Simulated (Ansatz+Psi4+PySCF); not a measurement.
Results of a calculation; reference values are marked as such.
## PySCF 2.14.0 run

```python
from pyscf import gto, scf, mp

mol = gto.M(atom="""
N 0.000000 0.000000 -0.731330
O 0.000000 0.000000 0.639910
""", basis='cc-pvtz', charge=0, spin=1)
mf = scf.UHF(mol)
mf.kernel()
pt = mp.MP2(mf, frozen=2).run()
print(mf.e_tot, pt.e_corr, pt.e_tot)
```

The script is written out from the run's settings.

Output:

```yaml
Converged: yes
Reference_energy: -129.20282 hartree
Correlation_energy: -0.44268 hartree
Total_energy: -129.64550 hartree
Spin_squared_of_the_determinant: 0.768
```

Messages of the program:
```
WARN: HOMO -0.105564270863897 >= LUMO -0.105564270863897
WARN: HOMO -0.105564270863897 >= LUMO -0.105564270863897
```

The reference isn't the lowest determinant (another lies 1.25 eV lower), but the same method gives a higher total on the lower determinant. Caution: large amplitudes, a single reference is doubtful.
